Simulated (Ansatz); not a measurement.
Ansatz (a first-principles code) input (B3LYP/6-31G*):

Ansatz 0.2 input:
```yaml
crystal:
  periodic: [false, false, false]
  atoms:
    - {symbol: C, position_ang: [-0.00234831, -0.01270270, 0.40863401]}
    - {symbol: C, position_ang: [0.00436911, -0.80840977, -0.84251540]}
    - {symbol: C, position_ang: [0.00559634, 0.71098874, -0.90654636]}
    - {symbol: C, position_ang: [-0.00972393, 0.02137844, 1.69938896]}
    - {symbol: H, position_ang: [-0.90872581, -1.33368063, -1.11840115]}
    - {symbol: H, position_ang: [0.91996969, -1.33471618, -1.10792430]}
    - {symbol: H, position_ang: [0.92308746, 1.21723085, -1.20103828]}
    - {symbol: H, position_ang: [-0.90788638, 1.21826769, -1.21152818]}
    - {symbol: H, position_ang: [-0.01380421, 0.76537013, 2.48512462]}
basis:
  gaussian:
    orbitals: 6-31G*
hamiltonian:
  xc: {name: B3LYP}
magnetization: {spin_polarized: true, initial_magnetization: 1}
phonons: {temperatures: {t_min: 298.15, t_max: 298.15, t_step: 100}}
```

### Question
Which harmonic wavenumbers does it give?

### Answer
293, 330, 648, 754, 777, 781, 866, 916, 1049, 1075, 1081, 1107, 1187, 1477, 1497, 1810, 3123, 3127, 3196, 3212, 3264 cm⁻¹ (unscaled; negative means imaginary).
